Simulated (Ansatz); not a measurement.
**AlP, quintet in 6-31G: errors against full CI**

Geometry: that of the AlP, triplet, kept fixed. The singlet lies 1.6 eV lower here.

```yaml
atoms:
  - { symbol: Al, position_ang: [0.0000, 0.0000, 0.0000] }
  - { symbol: P, position_ang: [0.0000, 0.0000, 2.2080] }
```

Basis 6-31G; Ansatz 0.2.0. Correlated methods freeze the noble-gas cores, which leaves 8 electrons in 16 orbitals. R marks a restricted (for open shells ROHF) determinant, U an unrestricted one. Active spaces: valence = (8e, 8o) chosen from the atoms' valence shells.

Full CI is exact within this basis and frozen core; it isn't the basis-set limit. The frozen core follows each run's orbitals, which can shift R against U totals by a few meV.

For open shells CISD and CISDTQ are restricted-active-space CI with the open shells as a complete middle space.

```
UHF ⟨S²⟩                          : 6.012
T1 diagnostic (RCCSD)             : 0.0332
largest doubles amplitude (RCCSD) : 0.057
T1 diagnostic (UCCSD)             : 0.0253
```

```tsv
level	E − E(full CI) (meV)	share of correlation (%)	wall time
RHF	1462	0.00	–
UHF	1385	5.26	–
RMP2	458	68.68	–
UMP2	450	69.23	–
CISD	61	95.83	0.63 s
RCCSD	45	96.94	–
UCCSD	42	97.15	–
RCCSD(T)	13	99.13	0.75 s
UCCSD(T)	12	99.17	0.78 s
BCCD(T)	15	99.00	0.69 s
RCCSDT	1	99.94	–
UCCSDT	1	99.96	–
CISDTQ	1	99.95	4.2 s
RCCSDT(Q)	0	99.98	2.4 s
UCCSDT(Q)	0	100.02	2 s
RCCSDTQ	0	100.00	12 s
UCCSDTQ	0	100.02	13 s
CASSCF (valence space)	740	49.35	–
NEVPT2 (valence space)	227	84.44	0.75 s
MRCISD (valence space)	21	98.53	–
MRCISD+Q (valence space)	4	99.76	1.4 s
```

The correlation energy at full CI, counted from RHF, is -1.462 eV. That run took 4.1 s on 1 thread of Intel Xeon Platinum 8488C, shared host over 240,128 determinants.

Times hold each run's SCF and search for its determinant on a shared host, so for small cases they say little of a method's own cost; they ran on 1 thread of Intel Xeon Platinum 8488C.

The full-CI state has the irrep B2 of C2v, in the program's axes (one component, if the state is degenerate).

Natural occupations of full CI about the gap: 1.980 1.940 0.999 0.998 0.993 0.992 0.031 0.029 0.009 0.007; effectively unpaired electrons, Σ n²(2−n)², 4.02.
